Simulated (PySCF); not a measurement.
Cubic BN: correlation energy from several methods in one and the same small orbital space (PySCF; 2 atoms at the zone centre, 8 electrons in 26 orbitals, empty ones MP2 natural orbitals of a DZ basis, lattice constant set to 4.1584 Å). Its volume lies 52 % above that of the crystal's usual cell. It tests the methods against each other and lies far from the crystal's limit.

Full CI gives -3.1751 eV per atom.

What share of it do MP2, CCSD, CCSD(T), CCSDT, CCSDT(Q) recover?

MP2 76.9 %; CCSD 95.8 %; CCSD(T) 98.8 %; CCSDT 99.6 %; CCSDT(Q) 100.0 %.

| method | E_corr (eV per atom) | share of full CI (%) | error (meV) |
|---|---|---|---|
| MP2 | -2.4426 | 76.9 | 733 |
| CCSD | -3.0405 | 95.8 | 135 |
| CCSD(T) | -3.1371 | 98.8 | 38 |
| CCSDT | -3.1616 | 99.6 | 14 |
| CCSDT(Q) | -3.1742 | 100.0 | 1 |
| full CI | -3.1751 | 100.0 | 0 |

The Hartree–Fock determinant has a weight of 0.84 in the full CI state.

MP2, (T) and (Q) use filled levels shifted down by the Madelung term, which in so small a cell is a large part of the gap, so these rows hang on it.
